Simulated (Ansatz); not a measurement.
**Cadmium, hcp: convergence with Methfessel-Paxton smearing**

Computed with Ansatz, r²SCAN, scalar-relativistic PAW, on the relaxed cell (a = 2.951 Å, c = 5.884 Å (c/a = 1.994); spin not included). Errors count from a run at 500 eV on a Γ-centred 20×20×9 mesh with Fermi-Dirac smearing of 0.1 eV, extrapolated to zero width. Fixed here: cutoff 500 eV, mesh 12×12×6. The SCF starts from atomic densities corrected by a trained network.

| width (eV) | E(σ→0) error (meV/atom) | F error (meV/atom) | P (GPa) | SCF iterations |
| --- | --- | --- | --- | --- |
| 0.01 | -6.2 | -6.2 | 0.07 | 6 |
| 0.03 | -6.2 | -6.3 | 0.06 | 6 |
| 0.1 | -6.5 | -6.5 | 0.04 | 7 |
| 0.2 | -6.7 | -6.8 | 0.02 | 6 |
| 0.3 | -7.0 | -6.9 | -0.02 | 6 |
| 0.6 | -6.2 | -3.7 | -0.11 | 7 |
| 1.0 | -1.0 | 4.7 | -0.04 | 7 |
